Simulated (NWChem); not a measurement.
**HF/STO-3G run of NH3 (ammonia)**

What is the energy change on altering one bond length of NH3 (ammonia) at HF/STO-3G? 

The calculation is run with NWChem 7.3.0.

1 further run of the same task is left out (set aside as unsound or not needed). Runs told in other sessions of the task aren't counted.

## Step 1: Starting point

NH3 has 4 atoms, charge 0, and is taken as a singlet. As SMILES, `N`. The coordinates come from a PBE0-D4/def2-TZVP relaxation.

Bond lengths: N1–H2 1.013 Å, N1–H3 1.013 Å, N1–H4 1.013 Å. Angles: H2–N1–H3 107.1°, H2–N1–H4 107.1°, H3–N1–H4 107.1°.

## Step 2: Energy and forces at HF/STO-3G

Input file h3n.nw:

```
start h3n
title "H3N"
memory 2200 mb

geometry units angstrom noautosym nocenter noautoz
   N    -0.069910    0.249470    0.110930
   H     0.490470   -0.301820    0.749180
   H    -0.887480   -0.301940   -0.118910
   H     0.466920    0.354280   -0.741200
end

basis spherical bse
   N library STO-3G
   H library STO-3G
end

scf
   thresh 1e-08
   maxiter 80
end

task scf gradient
```

Command:

```bash
$ nwchem h3n.nw > h3n.out
```

Output:

```text
[...]
  functions       =     8
[...]
  wavefunction    = RHF
[...]
         Total SCF energy =    -55.453990877675
      One-electron energy =    -99.027983432477
      Two-electron energy =     31.624452677838
 Nuclear repulsion energy =     11.949539876964
        Time for solution =      0.0s
[...]
                         RHF ENERGY GRADIENTS
    atom               coordinates                        gradient
                 x          y          z           x          y          z
   1 N      -0.132111   0.471430   0.209627    0.007110  -0.025389  -0.011293
   2 H       0.926854  -0.570357   1.415745   -0.009596   0.011847  -0.008403
   3 H      -1.677094  -0.570584  -0.224707    0.011725   0.011852   0.005030
   4 H       0.882351   0.669492  -1.400665   -0.009238   0.001691   0.014666
[...]
```

Wall time 0.6 s (1 thread of Intel Xeon Platinum 8259CL at 2.50GHz (Skylake/Cascade Lake), shared host); peak memory 0.1 GiB.

## Step 3: The distorted shape: a single-point energy at HF/STO-3G

Input file calc.xyz:

```xyz
4
H3N
N     -0.338349     0.197060     0.537033
H      0.222031    -0.354230     1.175283
H     -1.155919    -0.354350     0.307193
H      0.466920     0.354280    -0.741200
```

Input file calc.nw:

```
start calc
title "H3N"
memory 2200 mb
charge 0
geometry noautosym nocenter noautoz
  load calc.xyz
end
basis spherical bse
  * library STO-3G
end
scf
  thresh 1e-08
  maxiter 80
  noprint "final vectors analysis"
end
task scf energy
```

Command:

```bash
$ nwchem calc.nw > calc.out
```

Output:

```text
[...]
  functions       =     8
[...]
  wavefunction    = RHF
[...]
         Total SCF energy =    -55.333140665486
      One-electron energy =    -96.434818154075
      Two-electron energy =     30.507201167646
 Nuclear repulsion energy =     10.594476320943
        Time for solution =      0.1s
[...]
```

Run time: 0.62 s. Hardware: 1 thread of Intel Xeon Platinum 8259CL at 2.50GHz (Skylake/Cascade Lake), shared host; peak memory 0.1 GiB.

## Step 4: Summary of results

Level: HF/STO-3G.

| quantity | value |
| --- | --- |
| first shape: total energy | -55.45399 Eh |
| first shape: dipole moment | 1.77 D |
| first shape: HOMO energy | -9.56 eV |
| first shape: LUMO energy | 17.38 eV |
| first shape: HOMO–LUMO gap | 26.93 eV |
| first shape: largest force on an atom | 1.475 eV/Å |
| distorted shape: total energy | -55.33314 Eh |
| distorted shape: dipole moment | 1.72 D |
| energy change with the N1–H4 bond stretched from 1.013 to 1.519 Å | 3.289 eV |

What this shows: One bond (distorted shape) is far stretched, which a spin-restricted single reference describes badly; a broken-symmetry solution may lie lower. With the N1–H4 bond stretched from 1.013 to 1.519 Å the energy rises by 3.29 eV (317 kJ/mol). The first shape isn't relaxed at this level, so the change isn't measured from a minimum. A restricted reference can't describe the breaking bond well at this length. The minimal basis adds a large error of its own. The largest force (first shape) is 1.47 eV/Å: the shape isn't a stationary point for this species at this level. Mulliken charges (first shape) run from -0.47 on N1 to +0.16 on H2.
